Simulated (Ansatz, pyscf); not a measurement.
BH₃ (SMILES B) + H₃C–OH (SMILES CO) -> H₂B–OH (SMILES BO) + CH₄ (SMILES C), a four-centre exchange on the singlet surface: B–H, C–O broken, B–O, C–H formed. Optimised with ωB97X-D3(BJ)/def2-SVP in PySCF. Wave-function energies: Ansatz (a first-principles code), frozen core, RHF or UHF references. In kcal/mol, from the separated reactants.

```tsv
level	barrier	reaction energy
PBE/def2-TZVP	32.04	-61.99
B3LYP-D3(BJ)/def2-TZVP	40.39	-61.22
CCSD(T)/cc-pV(D+d)Z	44.98	-62.19
CCSDT(Q)/cc-pV(D+d)Z	…	…
CCSD(T)/cc-pV(T+d)Z	43.72	-62.09
CCSD(T)/cc-pV(Q+d)Z	…	-61.57
```

Problem. Some entries are withheld; supply them.

Solution. 
- CCSDT(Q)/cc-pV(D+d)Z, barrier: 44.39
- CCSDT(Q)/cc-pV(D+d)Z, reaction energy: -62.27
- CCSD(T)/cc-pV(Q+d)Z, barrier: 44.03

In cc-pV(D+d)Z, going from CCSD(T) to CCSDT(Q) shifts the barrier by -0.59 and the reaction energy by -0.08 kcal/mol. With HF in the quadruple-zeta basis and the correlation energy extrapolated as X⁻³ from X = 3, 4, CCSD(T) gives 43.97 and -61.44; adding the double-zeta shift gives ΔE‡ = 43.39 and ΔE = -61.51 kcal/mol, without core correlation, relativity or geometry relaxation at these levels. On the reactant side the descent ends in an adduct with a B–O contact, 20.63 kcal/mol under the separated species and 64.27 kcal/mol under the saddle at ωB97X-D3(BJ)/def2-TZVP. What is counted as formed (B–O) is already present as a longer contact in the reactant adduct; forming that adduct is a step of its own. The same reactants have a lower exit, to H₂B–O–CH₃ + H₂ (barrier +4.17 kcal/mol at ωB97M-D3(BJ)/def2-TZVP, against +40.98 kcal/mol here). This is the saddle that the search found; another between the same sides may lie lower.
